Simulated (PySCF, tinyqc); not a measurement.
Inside a calculation. Method: CCD on RHF in the sto-3g basis, for LiH, spin multiplicity 1. The lowest restricted solution is unstable here: a spin-polarised one lies 0.0046 hartree lower (PySCF). Computed by tinyqc, a small Python program that keeps every step (integrals from PySCF). Settings: charge = 0, multiplicity = 1, basis = sto-3g, method = RHF, energy threshold = 1e-10, iteration cap = 54, orthogonalisation = symmetric, start = atomic densities, DIIS depth = 6, amplitude equations = CCD, DIIS depth for amplitudes = 0, cap on updates = 76. Command: `OMP_NUM_THREADS=1 python tinyqc.py 23051 23052 out.jsonl` (the two numbers bound the seeds that draw the settings). One thread of a shared host (Intel(R) Xeon(R) Processor @ 2.60GHz), about 0.1 s of CPU time with the checks. The early iterations of the SCF are left out here.

## One-electron integrals

Geometry (angstrom):
```
atom         x         y         z
Li    0.000000  0.000000  0.000000
H     0.000000  0.000000  2.192000
```

Basis sto-3g: exponents (1/bohr^2) and contraction coefficients of normalised primitives:
```
element  l (shell)   exponent  coefficient
Li           s (1)  16.119575     0.154329
Li           s (1)   2.936201     0.535328
Li           s (1)   0.794651     0.444635
Li           s (2)   0.636290    -0.099967
Li           s (2)   0.147860     0.399513
Li           s (2)   0.048089     0.700115
Li           p (3)   0.636290     0.155916
Li           p (3)   0.147860     0.607684
Li           p (3)   0.048089     0.391957
H            s (1)   3.425251     0.154329
H            s (1)   0.623914     0.535328
H            s (1)   0.168855     0.444635
```

Overlap, kinetic and nuclear-attraction integrals over the contracted functions; the nuclear repulsion is the sum of Za Zb / Rab.

nuclear repulsion = 0.72423888 hartree

overlap S, order 1Li 1s, 1Li 2s, 1Li 2px, 1Li 2py, 1Li 2pz, 2H 1s:
```
[[1.000000, 0.241137, 0.000000, 0.000000, 0.000000, 0.017682],
 [0.241137, 1.000000, 0.000000, 0.000000, 0.000000, 0.256699],
 [0.000000, 0.000000, 1.000000, 0.000000, 0.000000, 0.000000],
 [0.000000, 0.000000, 0.000000, 1.000000, 0.000000, 0.000000],
 [0.000000, 0.000000, 0.000000, 0.000000, 1.000000, 0.372701],
 [0.017682, 0.256699, 0.000000, 0.000000, 0.372701, 1.000000]]
```

kinetic energy T (hartree), order 1Li 1s, 1Li 2s, 1Li 2px, 1Li 2py, 1Li 2pz, 2H 1s:
```
[[3.576786, -0.020237, 0.000000, 0.000000, 0.000000, -0.007065],
 [-0.020237, 0.102163, 0.000000, 0.000000, 0.000000, 0.012011],
 [0.000000, 0.000000, 0.319682, 0.000000, 0.000000, 0.000000],
 [0.000000, 0.000000, 0.000000, 0.319682, 0.000000, 0.000000],
 [0.000000, 0.000000, 0.000000, 0.000000, 0.319682, 0.051636],
 [-0.007065, 0.012011, 0.000000, 0.000000, 0.051636, 0.760032]]
```

nuclear attraction V (hartree), order 1Li 1s, 1Li 2s, 1Li 2px, 1Li 2py, 1Li 2pz, 2H 1s:
```
[[-8.224294, -1.022557, 0.000000, 0.000000, -0.008581, -0.071646],
 [-1.022557, -1.439059, 0.000000, 0.000000, -0.088285, -0.402624],
 [0.000000, 0.000000, -1.407173, 0.000000, 0.000000, 0.000000],
 [0.000000, 0.000000, 0.000000, -1.407173, 0.000000, 0.000000],
 [-0.008581, -0.088285, 0.000000, 0.000000, -1.473920, -0.590817],
 [-0.071646, -0.402624, 0.000000, 0.000000, -0.590817, -1.950758]]
```

core Hamiltonian H = T + V (hartree), order 1Li 1s, 1Li 2s, 1Li 2px, 1Li 2py, 1Li 2pz, 2H 1s:
```
[[-4.647508, -1.042794, 0.000000, 0.000000, -0.008581, -0.078710],
 [-1.042794, -1.336896, 0.000000, 0.000000, -0.088285, -0.390613],
 [0.000000, 0.000000, -1.087492, 0.000000, 0.000000, 0.000000],
 [0.000000, 0.000000, 0.000000, -1.087492, 0.000000, 0.000000],
 [-0.008581, -0.088285, 0.000000, 0.000000, -1.154238, -0.539182],
 [-0.078710, -0.390613, 0.000000, 0.000000, -0.539182, -1.190726]]
```

## Two-electron integrals

Functions are numbered as in S; the eight-fold symmetry (ij|kl) = (ji|kl) = (kl|ij) leaves the list below.

Two-electron integrals (ij|kl) in chemists' order, unique and non-zero (hartree):
```
(11|11) 1.680395   (21|11) 0.265420   (21|21) 0.049941   (22|11) 0.397727
(22|21) 0.092860   (22|22) 0.290562   (31|31) 0.008981   (32|31) 0.013788
(32|32) 0.064184   (33|11) 0.396640   (33|21) 0.092880   (33|22) 0.290497
(33|33) 0.312946   (41|41) 0.008981   (42|41) 0.013788   (42|42) 0.064184
(43|43) 0.016869   (44|11) 0.396640   (44|21) 0.092880   (44|22) 0.290497
(44|33) 0.279207   (44|44) 0.312946   (51|51) 0.008981   (52|51) 0.013788
(52|52) 0.064184   (53|53) 0.016869   (54|54) 0.016869   (55|11) 0.396640
(55|21) 0.092880   (55|22) 0.290497   (55|33) 0.279207   (55|44) 0.279207
(55|55) 0.312946   (61|11) 0.018454   (61|21) 0.003515   (61|22) 0.006744
(61|33) 0.006661   (61|44) 0.006661   (61|51) 0.000465   (61|52) 0.000908
(61|55) 0.006914   (61|61) 0.000276   (62|11) 0.077231   (62|21) 0.018411
(62|22) 0.065670   (62|33) 0.061827   (62|44) 0.061827   (62|51) 0.002824
(62|52) 0.020743   (62|55) 0.073298   (62|61) 0.001585   (62|62) 0.029891
(63|31) 0.001065   (63|32) 0.005857   (63|53) 0.002743   (63|63) 0.001541
(64|41) 0.001065   (64|42) 0.005857   (64|54) 0.002743   (64|64) 0.001541
(65|11) 0.106509   (65|21) 0.025540   (65|22) 0.093441   (65|33) 0.087025
(65|44) 0.087025   (65|51) 0.004338   (65|52) 0.032058   (65|55) 0.106188
(65|61) 0.002244   (65|62) 0.045510   (65|65) 0.069688   (66|11) 0.241356
(66|21) 0.058173   (66|22) 0.228585   (66|33) 0.209548   (66|44) 0.209548
(66|51) 0.008526   (66|52) 0.082304   (66|55) 0.266538   (66|61) 0.005044
(66|62) 0.137478   (66|65) 0.214754   (66|66) 0.774606
```

## Orthogonalisation

S = U s U^T; symmetric (Loewdin) form X = U s^(-1/2) U^T, so that X^T S X = 1.

eigenvalues of S: [0.528534, 0.805858, 1.000000, 1.000000, 1.182751, 1.482857]

X, order 1Li 1s, 1Li 2s, 1Li 2px, 1Li 2py, 1Li 2pz, 2H 1s:
```
[[1.023425, -0.129440, 0.000000, 0.000000, -0.006003, 0.018072],
 [-0.129440, 1.053813, 0.000000, 0.000000, 0.043708, -0.152055],
 [0.000000, 0.000000, 1.000000, 0.000000, 0.000000, 0.000000],
 [0.000000, 0.000000, 0.000000, 1.000000, 0.000000, 0.000000],
 [-0.006003, 0.043708, 0.000000, 0.000000, 1.061561, -0.215129],
 [0.018072, -0.152055, 0.000000, 0.000000, -0.215129, 1.091380]]
```

## Iteration 8 (converged): orbitals

converged F (hartree), order 1Li 1s, 1Li 2s, 1Li 2px, 1Li 2py, 1Li 2pz, 2H 1s:
```
[[-2.365128, -0.642884, 0.000000, 0.000000, 0.013969, -0.048896],
 [-0.642884, -0.208522, 0.000000, 0.000000, -0.061418, -0.193554],
 [0.000000, 0.000000, 0.160139, 0.000000, 0.000000, 0.000000],
 [0.000000, 0.000000, 0.000000, 0.160139, 0.000000, 0.000000],
 [0.013969, -0.061418, 0.000000, 0.000000, 0.059113, -0.190320],
 [-0.048896, -0.193554, 0.000000, 0.000000, -0.190320, -0.077026]]
```

Diagonalise F' = X^T F X, C = X C', fill 2 alpha and 2 beta electrons from the bottom; D = 2 C_occ C_occ^T. Each column has its largest component positive (the first on a tie).

F' = X^T F X (hartree):
```
[[-2.311548, -0.360891, 0.000000, 0.000000, 0.011339, 0.022644],
 [-0.360891, -0.040659, 0.000000, 0.000000, 0.002008, -0.194338],
 [0.000000, 0.000000, 0.160139, 0.000000, 0.000000, 0.000000],
 [0.000000, 0.000000, 0.000000, 0.160139, 0.000000, 0.000000],
 [0.011339, 0.002008, 0.000000, 0.000000, 0.147468, -0.228451],
 [0.022644, -0.194338, 0.000000, 0.000000, -0.228451, 0.056484]]
```

orbital energies (hartree): [-2.367592, -0.233705, 0.070308, 0.160139, 0.160139, 0.382734]

coefficients C, order 1Li 1s, 1Li 2s, 1Li 2px, 1Li 2py, 1Li 2pz, 2H 1s:
```
[[0.991493, -0.148874, -0.215615, 0.000000, 0.000000, 0.113153],
 [0.033239, 0.502953, 0.799349, 0.000000, 0.000000, -0.509199],
 [0.000000, 0.000000, 0.000000, 0.994381, -0.105862, 0.000000],
 [0.000000, 0.000000, 0.000000, 0.105862, 0.994381, 0.000000],
 [-0.004399, 0.323963, -0.588193, 0.000000, 0.000000, -0.850997],
 [-0.001638, 0.599630, -0.210237, 0.000000, 0.000000, 0.925786]]
```

D after iteration 8, order 1Li 1s, 1Li 2s, 1Li 2px, 1Li 2py, 1Li 2pz, 2H 1s:
```
[[2.010445, -0.083839, 0.000000, 0.000000, -0.105183, -0.181785],
 [-0.083839, 0.508133, 0.000000, 0.000000, 0.325584, 0.603063],
 [0.000000, 0.000000, 0.000000, 0.000000, 0.000000, 0.000000],
 [0.000000, 0.000000, 0.000000, 0.000000, 0.000000, 0.000000],
 [-0.105183, 0.325584, 0.000000, 0.000000, 0.209943, 0.388531],
 [-0.181785, 0.603063, 0.000000, 0.000000, 0.388531, 0.719118]]
```

Within a degenerate level the vectors are fixed only up to a rotation; this is one choice.

## Convergence

Stop when the energy changes by less than 1e-10 hartree and every element of the error matrix X^T (F D S - S D F) X is below 3e-06.

Course of the cycle:
```
iteration  E (hartree)     change  largest element of the error matrix
1          -7.62829435          -                             9.98e-02
2          -7.79716902  -1.69e-01                             7.93e-02
3          -7.80640795  -9.24e-03                             3.52e-02
4          -7.80872483  -2.32e-03                             6.14e-03
5          -7.80894949  -2.25e-04                             1.00e-03
6          -7.80895432  -4.84e-06                             8.13e-05
7          -7.80895435  -2.48e-08                             8.74e-07
8          -7.80895435  -1.15e-12                             1.70e-07
```

PySCF RHF in the same basis = -7.80895435 hartree

Converged in 8 iterations.

## Integrals over molecular orbitals

(pq|rs) = sum C_ip C_jq C_kr C_ls (ij|kl), one index at a time.

one-electron integrals over orbitals h = C^T H C (hartree):
```
[[-4.638620, 0.095527, 0.161272, 0.000000, 0.000000, -0.052337],
 [0.095527, -1.293276, 0.012355, 0.000000, 0.000000, 0.046750],
 [0.161272, 0.012355, -1.091148, 0.000000, 0.000000, 0.019189],
 [0.000000, 0.000000, 0.000000, -1.087492, 0.000000, 0.000000],
 [0.000000, 0.000000, 0.000000, 0.000000, -1.087492, 0.000000],
 [-0.052337, 0.046750, 0.019189, 0.000000, 0.000000, -1.015909]]
```

Two-electron integrals over orbitals (pq|rs), unique and non-zero (hartree):
```
(11|11) 1.659318    (21|11) -0.098099   (21|21) 0.010033    (22|11) 0.310872
(22|21) 0.002572    (22|22) 0.447861    (31|11) -0.141932   (31|21) 0.010632
(31|22) -0.010940   (31|31) 0.022036    (32|11) 0.029565    (32|21) -0.002541
(32|22) -0.060853   (32|31) -0.000257   (32|32) 0.022709    (33|11) 0.390400
(33|21) -0.008721   (33|22) 0.212701    (33|31) 0.000824    (33|32) 0.015132
(33|33) 0.327220    (41|41) 0.009805    (42|41) 0.007266    (42|42) 0.021103
(43|41) 0.010394    (43|42) 0.020477    (43|43) 0.041387    (44|11) 0.396342
(44|21) -0.003569   (44|22) 0.242928    (44|31) -0.005069   (44|32) 0.014600
(44|33) 0.279245    (44|44) 0.312946    (51|51) 0.009805    (52|51) 0.007266
(52|52) 0.021103    (53|51) 0.010394    (53|52) 0.020477    (53|53) 0.041387
(54|54) 0.016869    (55|11) 0.396342    (55|21) -0.003569   (55|22) 0.242928
(55|31) -0.005069   (55|32) 0.014600    (55|33) 0.279245    (55|44) 0.279207
(55|55) 0.312946    (61|11) 0.068375    (61|21) -0.009081   (61|22) -0.007325
(61|31) -0.004450   (61|32) 0.002782    (61|33) 0.011723    (61|44) 0.001601
(61|55) 0.001601    (61|61) 0.010758    (62|11) -0.081414   (62|21) 0.001389
(62|22) 0.106996    (62|31) 0.004275    (62|32) -0.045818   (62|33) -0.018386
(62|44) -0.038263   (62|55) -0.038263   (62|61) 0.001071    (62|62) 0.131123
(63|11) 0.024260    (63|21) -0.002209   (63|22) -0.058988   (63|31) 0.003959
(63|32) 0.018654    (63|33) 0.036824    (63|44) 0.008718    (63|55) 0.008718
(63|61) 0.004515    (63|62) -0.040282   (63|63) 0.032163    (64|41) -0.005773
(64|42) -0.018267   (64|43) -0.011719   (64|64) 0.019085    (65|51) -0.005773
(65|52) -0.018267   (65|53) -0.011719   (65|65) 0.019085    (66|11) 0.351025
(66|21) 0.000693    (66|22) 0.419237    (66|31) -0.010600   (66|32) -0.049689
(66|33) 0.238741    (66|44) 0.257476    (66|55) 0.257476    (66|61) -0.005180
(66|62) 0.094965    (66|63) -0.046762   (66|66) 0.414312
```

## CCD: starting amplitudes

t_ij^ab = <ij||ab> / (e_i + e_j - e_a - e_b), whose energy is MP2.

Starting amplitudes (spin orbitals 1a, 1b, ...; amplitudes related by a flip of all spins are not repeated):
```
from      to          t
2a 2b  6a 6b  -0.106355
2a 2b  3a 6b   0.049777
2a 2b  3a 3b  -0.037348
2a 2b  5a 5b  -0.026791
2a 2b  4a 4b  -0.026791
1a 1b  3a 3b  -0.004519
1a 2b  5a 5b  -0.002487
1a 2b  4a 4b  -0.002487
1a 1b  6a 6b  -0.001956
1a 1b  5a 5b  -0.001940
1a 1b  4a 4b  -0.001940
1a 2b  3a 6b  -0.001400
1a 2b  3b 6a   0.000911
1a 1b  3a 6b   0.000858
1a 2a  3a 6a  -0.000489
1a 2b  6a 6b  -0.000318
1a 2b  3a 3b   0.000094
```

correlation energy = -0.02074374 hartree

## CCD: amplitude update 1

t_ij^ab D_ij^ab are set to the remaining terms of the spin-orbital equations, evaluated with the old amplitudes; for the doubles these are <ij||ab> + 1/2 <ab||ef> t_ij^ef + 1/2 <mn||ij> t_mn^ab + P(ij)P(ab) <mb||ej> t_im^ae + terms in t^2, D the orbital-energy denominators.

Amplitudes after update 1 (spin orbitals 1a, 1b, ...; amplitudes related by a flip of all spins are not repeated):
```
from      to          t
2a 2b  6a 6b  -0.152452
2a 2b  3a 6b   0.076509
2a 2b  3a 3b  -0.046432
2a 2b  4a 4b  -0.025109
2a 2b  5a 5b  -0.025109
1a 1b  3a 3b  -0.003943
1a 2b  5a 5b  -0.002886
1a 2b  4a 4b  -0.002886
1a 1b  5a 5b  -0.001760
1a 1b  4a 4b  -0.001760
1a 2b  3a 6b  -0.001563
1a 1b  6a 6b  -0.001451
1a 2b  3b 6a   0.001175
1a 1b  3a 6b   0.000576
1a 2b  6a 6b  -0.000462
1a 2a  3a 6a  -0.000388
1a 2b  3a 3b   0.000194
```

correlation energy = -0.02936325 hartree

## CCD: amplitude update 2

As before.

Amplitudes after update 2 (spin orbitals 1a, 1b, ...; amplitudes related by a flip of all spins are not repeated):
```
from      to          t
2a 2b  6a 6b  -0.172189
2a 2b  3a 6b   0.088953
2a 2b  3a 3b  -0.053301
2a 2b  5a 5b  -0.022150
2a 2b  4a 4b  -0.022150
1a 1b  3a 3b  -0.003983
1a 2b  5a 5b  -0.002963
1a 2b  4a 4b  -0.002963
1a 1b  5a 5b  -0.001799
1a 1b  4a 4b  -0.001799
1a 2b  3a 6b  -0.001596
1a 1b  6a 6b  -0.001450
1a 2b  3b 6a   0.001307
1a 1b  3a 6b   0.000555
1a 2b  6a 6b  -0.000501
1a 2a  3a 6a  -0.000289
1a 2b  3a 3b   0.000233
```

correlation energy = -0.03312724 hartree

## CCD: amplitude update 3

As before.

Amplitudes after update 3 (spin orbitals 1a, 1b, ...; amplitudes related by a flip of all spins are not repeated):
```
from      to          t
2a 2b  6a 6b  -0.180466
2a 2b  3a 6b   0.094918
2a 2b  3a 3b  -0.056802
2a 2b  5a 5b  -0.020372
2a 2b  4a 4b  -0.020372
1a 1b  3a 3b  -0.003962
1a 2b  5a 5b  -0.002993
1a 2b  4a 4b  -0.002993
1a 1b  5a 5b  -0.001804
1a 1b  4a 4b  -0.001804
1a 2b  3a 6b  -0.001601
1a 1b  6a 6b  -0.001415
1a 2b  3b 6a   0.001361
1a 1b  3a 6b   0.000529
1a 2b  6a 6b  -0.000525
1a 2b  3a 3b   0.000257
1a 2a  3a 6a  -0.000239
```

correlation energy = -0.03476373 hartree

## CCD: convergence

E_corr = 1/4 sum <ij||ab> t_ij^ab; stop when the norm of the change is below 1e-8.

Course of the amplitude iterations:
```
update  correlation energy (hartree)  norm of the change
0                        -0.02074374                   -
1                        -0.02936325            1.21e-01
2                        -0.03312724            5.53e-02
3                        -0.03476373            2.52e-02
4                        -0.03548130            1.15e-02
5                        -0.03579720            5.23e-03
6                        -0.03593702            2.40e-03
7                        -0.03599922            1.11e-03
8                        -0.03602705            5.16e-04
9                        -0.03603957            2.41e-04
10                       -0.03604523            1.13e-04
11                       -0.03604780            5.30e-05
12                       -0.03604898            2.49e-05
13                       -0.03604951            1.18e-05
14                       -0.03604976            5.55e-06
15                       -0.03604988            2.62e-06
16                       -0.03604993            1.24e-06
17                       -0.03604995            5.87e-07
18                       -0.03604997            2.78e-07
19                       -0.03604997            1.32e-07
20                       -0.03604997            6.24e-08
21                       -0.03604997            2.95e-08
22                       -0.03604998            1.40e-08
23                       -0.03604998            6.64e-09
```

Converged amplitudes (spin orbitals 1a, 1b, ...; amplitudes related by a flip of all spins are not repeated):
```
from      to          t
2a 2b  6a 6b  -0.186410
2a 2b  3a 6b   0.100335
2a 2b  3a 3b  -0.060275
2a 2b  5a 5b  -0.018736
2a 2b  4a 4b  -0.018736
1a 1b  3a 3b  -0.003949
1a 2b  5a 5b  -0.003023
1a 2b  4a 4b  -0.003023
1a 1b  5a 5b  -0.001812
1a 1b  4a 4b  -0.001812
1a 2b  3a 6b  -0.001612
1a 2b  3b 6a   0.001411
1a 1b  6a 6b  -0.001398
1a 2b  6a 6b  -0.000549
1a 1b  3a 6b   0.000509
1a 2b  3a 3b   0.000288
1a 2a  3a 6a  -0.000201
```

CCD total energy = -7.84500433 hartree

Converged in 23 updates.
